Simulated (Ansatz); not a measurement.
# AlCF (singlet): from Hartree-Fock to the top rungs, cc-pVDZ

The task here is to estimate one member of a computed series from the others.

The runs use Ansatz 0.2.0, Gaussian basis; cc-pVDZ, core rule «outside noble gas», up to 7 orbitals frozen.

Plan: UHF; CCSD(T) on RHF; CCSD(T) on UHF; BCCD(T) on RHF; CISD; CCSDT(Q) on RHF; CCSDT(Q) on UHF.

37 further runs of the same task are left out: 10 for a known fault of the program, 9 that didn't finish, 18 set aside as unsound or not needed.

## What is computed

The geometry is a PBE0/def2-TZVP stationary point (not a proven minimum) of the parent state, kept for this charge and spin.

3 atoms, charge 0, spin multiplicity 1.

Atoms are counted from 1 here; the program's logs count them from 0.

Bond lengths: C1–Al2 1.940 Å, Al2–F3 1.645 Å. Angles: C1–Al2–F3 180.0°.

As a file:

```xyz
3
CAlF
C     0.00000    0.00000    1.84177
Al    0.00000    0.00000   -0.09843
F     0.00000    0.00000   -1.74333
```

Set-up of the first run:

The input, in.yaml:

```yaml
crystal:
  periodic: [false, false, false]
  atoms:
    - {symbol: C, position_ang: [0.000000, 0.000000, 1.841767]}
    - {symbol: Al, position_ang: [0.000000, 0.000000, -0.098433]}
    - {symbol: F, position_ang: [0.000000, 0.000000, -1.743333]}
basis:
  gaussian: {orbitals: cc-pVDZ}
magnetization: {spin_polarized: true, initial_magnetization: 0}
hamiltonian: {xc: hf}
output: {orbitals: {seedname: orbitals}}
```

Run with:

```sh
$ ansatz run in.yaml --threads 1 --pin off --events-out ev --progress --plain --max-ram 2393MiB
```

Steps of the session up to this table: UHF; CCSD(T) on RHF; CCSD(T) on UHF; BCCD(T) on RHF; CISD; CCSDT(Q) on RHF; CCSDT(Q) on UHF.

One table of the session follows, with a row left open; its other results are not shown here.

It belongs to the step «Misses and costs». 

```
   method  from RCCSDT(Q) (meV)
      RHF              +10722.0
      UHF               +9413.8
     RMP2               +1337.7
     UMP2                     ?
     CISD               +1692.9
    RCCSD                +583.3
    UCCSD                -183.2
 RCCSD(T)                +234.4
 UCCSD(T)                -553.5
  BCCD(T)                +234.2
   RCCSDT                +115.2
   UCCSDT                -849.3
RCCSDT(Q)                     0
UCCSDT(Q)                -979.4
```

Q: Estimate the row for UMP2 from the others.

As computed: from RCCSDT(Q) (meV): +545.1. In the column «from RCCSDT(Q) (meV)» it lies between RCCSD(T) (+234.4) and RCCSD (+583.3).

The program flags UCCSD(T), RCCSDT(Q), UCCSDT(Q) as in doubt (see the logs), so the zero of the table is itself unsure.

To keep in mind: The determinant is far from a pure spin state, so its energy mixes those of several spin states (harmless only where they are near-degenerate, as at dissociation). The report flags that the cluster equations may have other roots. The program flags UCCSD(T), RCCSDT(Q), UCCSDT(Q) as in doubt, so the zero of the table is itself unsure. Warnings: restricted reference is unstable; spin contamination; coupled cluster took another determinant than the lowest; large T1 diagnostic. Restricted and unrestricted rows rest on different reference determinants; where their highest levels disagree by more than a few hundredths of an eV, they describe different states and don't form one ladder.
